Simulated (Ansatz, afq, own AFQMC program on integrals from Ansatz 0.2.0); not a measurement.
# SiHBr, triplet: AFQMC among the cluster methods

| atom | x (Å) | y (Å) | z (Å) |
| --- | --- | --- | --- |
| Br | 0.0000 | 0.0000 | -1.7867 |
| H | 0.0000 | 0.0000 | -0.0427 |
| Si | 0.0000 | 0.0000 | 1.8293 |

Connectivity, by distances: Br ··· Si, 1 bridging H.

Basis cc-pVTZ. Noble-gas cores (and the filled d shells of Ga–Kr and In–Xe) are frozen. AFQMC by an in-house program on the Cholesky factors that Ansatz 0.2.0 writes for its CCSD(T) run. ph-AFQMC/CISD is guided by a CISD state made of CCSD amplitudes; releasing the constraint for a short imaginary time cuts its bias at the price of noise, slowly where states lie close. Error bars are statistical, one sigma. No spin–orbit coupling.

Determinant: UHF, the one that the program's search chose, which needn't be the lowest solution. The geometry is a point of a scan.

No full CI on the walks' own integrals is used here; CCSDT(Q) serves as the reference and is uncertain by about the last step of the cluster series.

Cautions: no relativity below Rb; no spin-orbit coupling; inner d shell frozen; lower spins were not checked; unrestricted determinant slightly spin contaminated (⟨S²⟩ 2.05 against 2.00); the ph-AFQMC/HF walk drifts between its halves (3.0 errors).

The T1 diagnostic is 0.0169. The weight of the determinant in the CISD state is 0.852 and the ⟨S²⟩ of the determinant is 2.054. The size of the correlated space is 12 electrons in 72 orbitals.

Reference: CCSDT(Q), correlation energy -7.883 eV. The released energy is read at 2.40 1/Eh (meV from the phaseless value at times in 1/Eh: 2 ± 4 at 0.24, -13 ± 5 at 0.51, -18 ± 5 at 0.99, -15 ± 4 at 1.62, -16 ± 7 at 2.40).

| level | E − E(reference) (kJ/mol) | share of correlation (%) |
| --- | --- | --- |
| HF | 760.6 | 0.00 |
| MP2 | 131.6 | 82.69 |
| CCSD | 34.6 | 95.45 |
| CCSD(T) | 5.3 | 99.30 |
| CCSDT | 1.4 | 99.81 |
| ph-AFQMC/HF | 12.8 ± 2.5 | 98.32 |
| ph-AFQMC/CISD | 1.8 ± 0.4 | 99.76 |
| released AFQMC | 0.3 ± 0.6 | 99.97 |

A walk keeps the symmetry of its determinant, which the program's search chose and which needn't be the lowest solution, so a lower state of the same spin and another symmetry isn't excluded. Released energies are given only where the last usable release times agree within the noise; a slower fall can still hide under it.
